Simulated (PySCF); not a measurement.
B3LYP has the VWN-RPA correlation part, as in Gaussian. 

Z-matrix (Å, degrees):
```
C
O 1 1.2008
H 1 1.1067 2 123.65
C 1 1.5237 3 114.79 2 180.00
O 4 1.2008 1 121.56 3 0.00
H 4 1.1067 5 123.65 1 180.00
```
Charge 0, multiplicity 1.

What is the computed HOMO, LUMO, HOMO–LUMO gap, dipole moment and total energy (B3LYP-D3(BJ)/def2-TZVP (PySCF 2.14.0))?


```json
{
 "HOMO": "-7.65 eV",
 "LUMO": "-3.42 eV",
 "HOMO–LUMO gap": "4.24 eV",
 "dipole_moment": "0.00 D",
 "total_energy": "-227.9250 Ha"
}
```
